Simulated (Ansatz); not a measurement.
**SiC₂ (quintet): the correlation ladder, cc-pVTZ**

An exercise on one series of results from a longer session: the logs are not shown, and one member is left open.

Computed with Ansatz 0.2.0, Gaussian basis. Level: cc-pVTZ, core rule «outside noble gas», up to 7 orbitals frozen.

To be run: UHF; CCSD(T) on ROHF; CCSD(T) on UHF; BCCD(T) on ROHF; CCSDT(Q) on ROHF; CCSDT(Q) on UHF; CASSCF and NEVPT2, 12 electrons in 12 orbitals.

6 further runs of the same task are left out: 6 set aside as unsound or not needed.

## The geometry

The geometry is a PBE0/def2-TZVP stationary point (not a proven minimum) of the parent state, kept for this charge and spin.

3 atoms, charge 0, spin multiplicity 5.

Atoms are counted from 1 here; the program's logs count them from 0.

Bond lengths: C1–Si2 1.773 Å, Si2–C3 1.727 Å. Angles: C1–Si2–C3 120.8°.

Geometry (Å):

```xyz
3
charge 0, multiplicity 5
C     0.00000   -0.45592    1.53916
Si    0.00000    0.39838   -0.01487
C     0.00000   -0.47565   -1.50438
```

The first run:

File in.yaml:

```yaml
crystal:
  periodic: [false, false, false]
  atoms:
    - {symbol: C, position_ang: [0.000000, -0.455922, 1.539155]}
    - {symbol: Si, position_ang: [0.000000, 0.398384, -0.014871]}
    - {symbol: C, position_ang: [0.000000, -0.475649, -1.504382]}
basis:
  gaussian: {orbitals: cc-pVTZ}
magnetization: {spin_polarized: true, initial_magnetization: 4}
hamiltonian: {xc: hf}
output: {orbitals: {seedname: orbitals}}
```

On the command line:

```console
> ansatz run in.yaml --threads 1 --pin off --events-out ev --progress --plain --max-ram 4096MiB --backend cpu
```

Among the steps run: UHF; CCSD(T) on ROHF; CCSD(T) on UHF; BCCD(T) on ROHF; CCSDT(Q) on ROHF; CCSDT(Q) on UHF; CASSCF and NEVPT2, 12 electrons in 12 orbitals.

One of the session's tables, all rows but one given; the rest of the session is left out.

| method | from RCCSDT(Q) (kJ/mol) |
| --- | --- |
| UHF | +821.8 |
| RMP2 | +233.0 |
| UMP2 | +223.2 |
| RCCSD | +86.6 |
| UCCSD | +72.9 |
| RCCSD(T) | +14.2 |
| UCCSD(T) | +23.7 |
| BCCD(T) | +18.6 |
| RCCSDT | +10.1 |
| UCCSDT | ? |
| RCCSDT(Q) | 0 |
| UCCSDT(Q) | +1.1 |
| CASSCF valence | +619.1 |
| NEVPT2 valence | +132.1 |

Q: Estimate the row for UCCSDT from the others.

As computed: from RCCSDT(Q) (kJ/mol): +7.7. In the column «from RCCSDT(Q) (kJ/mol)» it lies between UCCSDT(Q) (+1.1) and RCCSDT (+10.1).

Left out of the table: ROHF (another determinant or state than the rows shown).

Caveats from the session: The determinant is far from a pure spin state, so its energy mixes those of several spin states (harmless only where they are near-degenerate, as at dissociation). Warnings: spin contamination; coupled cluster took another determinant than the lowest; large T1 diagnostic. Restricted and unrestricted rows rest on different reference determinants; where their highest levels disagree by more than a few hundredths of an eV, they describe different states and don't form one ladder.
